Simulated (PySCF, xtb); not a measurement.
hydrogen isocyanide (CHN), SMILES [C-]#[NH+].

GFN2-xTB (xtb) at its own geometry gives an orbital gap of 5.80 eV and a dipole moment of 2.72 D.

The structure is a stationary point at B3LYP-D3(BJ)/def2-TZVPD.

### Question
What does B3LYP/def2-TZVPD (PySCF) give? (The exact figures need the calculation; the answer reports its results.)

### Answer
gap 8.96 eV (levels -8.96 and 0.00 eV), dipole 3.07 D.
